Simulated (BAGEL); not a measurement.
# singlet [Si3H7]+: a chain of runs

We compute a single-point energy (singlet [Si3H7]+, HF/6-31G*), then the energy (doublet Si3H7, NEVPT2(3,3)/6-31G*), then a single-point energy (doublet Si3H7, CASPT2(3,3)/6-31G*) of H7Si3. 

The results are computed with BAGEL 1.2.2.

### 1 Starting point

The species is [Si3H7]+ (10 atoms), meant as a singlet with charge +1. As SMILES of the parent species, `[SiH3][SiH][SiH3]`. Geometry: relaxed at PBE0-D4/def2-TZVP. That shape belongs to the parent species and isn't relaxed for this state.

Bond lengths: Si1–Si2 2.324 Å, Si2–Si3 2.324 Å, Si1–H4 1.487 Å, Si1–H5 1.487 Å, Si1–H6 1.490 Å, Si2–H7 1.491 Å, Si3–H8 1.487 Å, Si3–H9 1.490 Å, Si3–H10 1.487 Å. Some angles: Si1–Si2–Si3 117.3°, Si1–Si2–H7 113.2°, Si3–Si2–H7 113.2°, Si2–Si1–H4 108.6°, Si2–Si1–H5 110.1°, Si2–Si1–H6 112.2°, Si2–Si3–H8 108.6°, Si2–Si3–H9 112.2°, Si2–Si3–H10 110.1°, H4–Si1–H5 109.1°.

### 2 The energy at HF/6-31G(d) (density fitting with svp-jkfit, spherical functions) (run 1)

input.json

```json
{ "bagel": [

{
  "title": "molecule",
  "basis": "6-31gs.json",
  "df_basis": "svp-jkfit",
  "angstrom": "true",
  "geometry": [
    { "atom": "Si", "xyz": [      -1.326926,       0.854881,      -1.209193 ] },
    { "atom": "Si", "xyz": [       0.719374,      -0.131619,      -0.719593 ] },
    { "atom": "Si", "xyz": [       1.000374,      -1.003319,       1.416107 ] },
    { "atom": "H", "xyz": [      -2.411926,      -0.065219,      -0.777093 ] },
    { "atom": "H", "xyz": [      -1.443726,       1.089781,      -2.672993 ] },
    { "atom": "H", "xyz": [      -1.505526,       2.157881,      -0.508893 ] },
    { "atom": "H", "xyz": [       1.885774,       0.672181,      -1.184593 ] },
    { "atom": "H", "xyz": [      -0.178100,      -1.849500,       1.741300 ] },
    { "atom": "H", "xyz": [       1.114974,       0.064081,       2.449307 ] },
    { "atom": "H", "xyz": [       2.228474,      -1.840319,       1.468807 ] }
  ]
},

{
  "title": "hf",
  "charge": 1
},

{
  "title": "print",
  "file": "orbitals.molden",
  "orbitals": "true"
}

]}
```

The basis set 6-31G* is read from a file made from the Basis Set Exchange's data (not shown).

The run is started by

```console
$ BAGEL_NUM_THREADS=1 BAGEL input.json > input.out
```

Log:

```text
* using 1 threads per process

  ===============================================================
  ===============================================================

  *** Geometry ***

  { "atom" : "Si", "xyz" : [     -2.507527,      1.615491,     -2.285044 ] },
  { "atom" : "Si", "xyz" : [      1.359420,     -0.248724,     -1.359834 ] },
  { "atom" : "Si", "xyz" : [      1.890433,     -1.895998,      2.676054 ] },
  { "atom" : "H", "xyz" : [     -4.557880,     -0.123246,     -1.468493 ] },
  { "atom" : "H", "xyz" : [     -2.728247,      2.059388,     -5.051225 ] },
  { "atom" : "H", "xyz" : [     -2.845032,      4.077804,     -0.961668 ] },
  { "atom" : "H", "xyz" : [      3.563596,      1.270238,     -2.238556 ] },
  { "atom" : "H", "xyz" : [     -0.336560,     -3.495048,      3.290580 ] },
  { "atom" : "H", "xyz" : [      2.106995,      0.121096,      4.628519 ] },
  { "atom" : "H", "xyz" : [      4.211206,     -3.477699,      2.775643 ] },

  Number of auxiliary basis functions:      510

  Since a DF basis is specified, we compute 2- and 3-index integrals:
    o Being stored without compression. Storage requirement is 0.019 GB

  Number of basis functions:       68
  Number of electrons      :       49

    * METHOD: MOLECULE                             0.25

  *** RHF ***

  === Nuclear Repulsion ===
   181.6730180478

      * DIIS with orbital gradients will be used.

  === RHF iteration (6-31gs.json) ===
      0       -870.38861405          0.01108508           0.07
      1       -870.48666783          0.00357645           0.06
      2       -870.49391239          0.00097302           0.06
      3       -870.49471824          0.00015816           0.06
      4       -870.49474384          0.00003487           0.06
      5       -870.49474519          0.00000821           0.06
      6       -870.49474527          0.00000185           0.06
      7       -870.49474527          0.00000071           0.06
      8       -870.49474527          0.00000026           0.07
      9       -870.49474527          0.00000006           0.06
     10       -870.49474527          0.00000001           0.06
     11       -870.49474527          0.00000000           0.06
    * SCF iteration converged.

    * Permanent dipole moment:
           (   -0.611874,     0.138758,     0.640861) a.u.

    * METHOD: HF                                   0.90

    * METHOD: PRINT                                0.01

  ===============================================================
```

It took 1.3 s on 1 thread of Arm Neoverse V2, shared host; peak memory 0.15 GiB.

### 3 Doublet neutral Si3H7: a single-point energy at NEVPT2(3,3)/6-31G(d) (density fitting with svp-jkfit, spherical functions) (run 2)

Edit input.json of step 2 so:

```diff
@@ -6,3 +6,3 @@
   "df_basis": "svp-jkfit",
-  "angstrom": "true",
+  "angstrom": true,
   "geometry": [
@@ -27,5 +27,28 @@
 {
+  "title": "casscf",
+  "nstate": 1,
+  "nact": 3,
+  "nclosed": 23,
+  "nspin": 1,
+  "active": [22, 25, 32],
+  "maxiter": 200,
+  "natocc": true
+},
+
+{
+  "title": "nevpt2",
+  "nstate": 1,
+  "nact": 3,
+  "nclosed": 23,
+  "nspin": 1,
+  "active": [22, 25, 32],
+  "maxiter": 200,
+  "natocc": true,
+  "ncore": 15
+},
+
+{
   "title": "print",
   "file": "orbitals.molden",
-  "orbitals": "true"
+  "orbitals": true
 }
```

The basis set 6-31G* is read from a file made from the Basis Set Exchange's data (not shown).

The run is started by

```console
$ BAGEL_NUM_THREADS=1 BAGEL input.json > input.out
```

Log:

```text
* using 1 threads per process

  ===============================================================
  ===============================================================

  *** Geometry ***

  { "atom" : "Si", "xyz" : [     -2.507527,      1.615491,     -2.285044 ] },
  { "atom" : "Si", "xyz" : [      1.359420,     -0.248724,     -1.359834 ] },
  { "atom" : "Si", "xyz" : [      1.890433,     -1.895998,      2.676054 ] },
[... 6 lines of this table left out ...]
  { "atom" : "H", "xyz" : [      4.211206,     -3.477699,      2.775643 ] },

  Number of auxiliary basis functions:      510

  Since a DF basis is specified, we compute 2- and 3-index integrals:
    o Being stored without compression. Storage requirement is 0.019 GB

[... 18 lines left out ...]
    * SCF iteration converged.
[... 1 line left out ...]
    * Permanent dipole moment:
[... 28 lines left out ...]
    * Second-order optimization converged. *
[... 5 lines left out ...]
      0  0      -870.77007987     2.41e-02      0.00
      1  0      -870.77299572     9.50e-05      0.00
      2  0      -870.77299579     3.96e-08      0.00
      3  0      -870.77299579     4.93e-10      0.00
      4  0 *    -870.77299579     2.29e-11      0.00

     * ci vector, state   0, <S^2> = 0.7500
       2a.     0.9991908320

    * METHOD: CASSCF                               3.97

    * freezing 15 orbitals

  === DF-NEVPT2 calculation ===

    * 3-index integral transformation done
    * assembly done

      NEVPT2 correlation energy:   -0.2233667206      0.06

          (+0)     -0.1532834916
          (+0)'    -0.0185013277
          (+1)     -0.0094218296
          (+1)'    -0.0000506546
          (+2)     -0.0016318552
          (-1)     -0.0360529375
          (-1)'    -0.0000574508
          (-2)     -0.0043671737

      NEVPT2 total energy:       -870.9963625057

    * METHOD: NEVPT2                               0.18

    * METHOD: PRINT                                0.01

  ===============================================================
```

Wall time 5.7 s (1 thread of Arm Neoverse V2, shared host); peak memory 0.15 GiB.

### 4 Doublet neutral Si3H7: the energy at CASPT2(3,3)/6-31G(d) (density fitting with svp-jkfit, spherical functions) (run 3)

input.json

```json
{ "bagel" : [

{
  "title" : "molecule",
  "basis" : "6-31gs.json",
  "df_basis" : "svp-jkfit",
  "angstrom" : "true",
  "geometry" : [
    { "atom" : "Si", "xyz" : [   -1.326926,    0.854881,   -1.209193 ] },
    { "atom" : "Si", "xyz" : [    0.719374,   -0.131619,   -0.719593 ] },
    { "atom" : "Si", "xyz" : [    1.000374,   -1.003319,    1.416107 ] },
    { "atom" : "H", "xyz" : [   -2.411926,   -0.065219,   -0.777093 ] },
    { "atom" : "H", "xyz" : [   -1.443726,    1.089781,   -2.672993 ] },
    { "atom" : "H", "xyz" : [   -1.505526,    2.157881,   -0.508893 ] },
    { "atom" : "H", "xyz" : [    1.885774,    0.672181,   -1.184593 ] },
    { "atom" : "H", "xyz" : [   -0.178100,   -1.849500,    1.741300 ] },
    { "atom" : "H", "xyz" : [    1.114974,    0.064081,    2.449307 ] },
    { "atom" : "H", "xyz" : [    2.228474,   -1.840319,    1.468807 ] }
  ]
},
{ "title" : "hf", "charge" : 1 },
{ "title" : "casscf", "nstate" : 1, "nact" : 3, "nclosed" : 23, "nspin" : 1, "active" : [22, 25, 32], "maxiter" : 200, "natocc" : "true" },
{ "title" : "print", "file" : "orbitals.molden", "orbitals" : "true" },
{ "title" : "smith", "method" : "caspt2", "ms" : "true", "xms" : "true", "sssr" : "true", "shift" : 0.2, "shift_imag" : "true", "ncore" : 15 }

]}
```

The basis set 6-31G* is read from a file made from the Basis Set Exchange's data (not shown).

The run is started by

```console
$ BAGEL_NUM_THREADS=1 BAGEL input.json > input.out
```

Log:

```text
* using 1 threads per process

  ===============================================================
  ===============================================================

  *** Geometry ***

  { "atom" : "Si", "xyz" : [     -2.507527,      1.615491,     -2.285044 ] },
  { "atom" : "Si", "xyz" : [      1.359420,     -0.248724,     -1.359834 ] },
  { "atom" : "Si", "xyz" : [      1.890433,     -1.895998,      2.676054 ] },
[... 6 lines of this table left out ...]
  { "atom" : "H", "xyz" : [      4.211206,     -3.477699,      2.775643 ] },

  Number of auxiliary basis functions:      510

  Since a DF basis is specified, we compute 2- and 3-index integrals:
    o Being stored without compression. Storage requirement is 0.019 GB

[... 18 lines left out ...]
    * SCF iteration converged.
[... 1 line left out ...]
    * Permanent dipole moment:
[... 28 lines left out ...]
    * Second-order optimization converged. *
[... 11 lines left out ...]
     * ci vector, state   0, <S^2> = 0.7500
[... 15 lines left out ...]
    * Zeroth order energy : state  0       -1.1741188049
[... 4 lines left out ...]
       #      aibj      arbs      arbi      airj      risj      airs      arst      rist         Etot      error   time
[... 10 lines left out ...]
      ------------------------------------------------------------------------------------------------------------------

    * CASPT2 energy : state  0     -871.0008263422
        w/o shift correction       -870.9981956065
        reference weight              0.8966458214

    * METHOD: SMITH                                0.33

  ===============================================================
```

It took 5.7 s on 1 thread of Arm Neoverse V2, shared host; peak memory 0.15 GiB.

### 5 Summary of results

| quantity | value |
| --- | --- |
| run 1, HF/6-31G*: total energy | -870.49475 Eh |
| run 1, HF/6-31G*: HOMO energy | -16.38 eV |
| run 1, HF/6-31G*: LUMO energy | -6.59 eV |
| run 1, HF/6-31G*: HOMO–LUMO gap | 9.78 eV |
| doublet neutral Si3H7, run 2: total energy | -870.99636 Eh |
| doublet neutral Si3H7, run 3: total energy | -871.00083 Eh |
